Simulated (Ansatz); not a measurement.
Structure relaxation of TiSi₂

The calculation used DFT r2SCAN, scalar-relativistic, plane waves, PAW (Ansatz 0.2.0). Cutoff 500 eV, Γ-centred k mesh, Gaussian smearing, no spin polarisation in the final step.

A relaxed cell is given with its space group left out.

```yaml
crystal:
  lattice:
    - [1.76443, -6.75429, 0.00000]
    - [1.76443, 6.75429, 0.00000]
    - [0.00000, 0.00000, 3.56412]
  atoms:
    - { symbol: Ti, position: [0.89689, 0.10311, 0.75000] }
    - { symbol: Ti, position: [0.10311, 0.89689, 0.25000] }
    - { symbol: Si, position: [0.55839, 0.44161, 0.75000] }
    - { symbol: Si, position: [0.44161, 0.55839, 0.25000] }
    - { symbol: Si, position: [0.24976, 0.75024, 0.75000] }
    - { symbol: Si, position: [0.75024, 0.24976, 0.25000] }
```

The zero of energy is the elements' standard structures at the same level; no fitted shifts are applied.

Problem. What space group does it have?

Solution. Cmcm (No. 63). Conventional cell: a = 3.529 Å, b = 13.509 Å, c = 3.564 Å. Around Ti lie 10 Si at 2.58–2.81 Å (next Ti at 3.31 Å); Si on Wyckoff site c (2 atoms of the primitive cell) has 2 Si at 2.38 Å, 4 Ti at 2.58 Å and 2 Ti at 2.81 Å (next Si at 3.13 Å); around Si on Wyckoff site c (2 atoms of the primitive cell) lie 4 Si at 2.51 Å and 4 Ti at 2.66 Å (next Si at 3.13 Å).

Problem. How far does it lie from the elements in energy?

Solution. -0.55 eV/atom.

Problem. Is it a metal?

Solution. Yes, bands cross the Fermi level on the 12×12×10 mesh.

The final run used a 12×12×10 mesh on its 6-atom cell and 0.10 eV smearing. The k mesh leaves about 4 meV/atom of noise in metals.

This form isn't the usual stable structure of the compound.

Cost: 2 runs of about 4.9 core-minutes in all, on Arm Neoverse V2 (shared hosts).